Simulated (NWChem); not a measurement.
chloromethane (CH3Cl); SMILES CCl

Computed with NWChem. The geometry was optimised at PBE0/def2-SVP. Vertical excitations in the gas phase.

Q: Estimate the computed values for PBE/aug-cc-pVDZ, full TDDFT. Quantities: lowest excitation, singlet (eV); oscillator strength of that lowest state; orbital gap (eV).

A: 
```json
{
  "lowest excitation, singlet (eV)": "6.42",
  "oscillator_strength_of_that_lowest_state": "0.001",
  "orbital gap (eV)": "6.31"
}
```
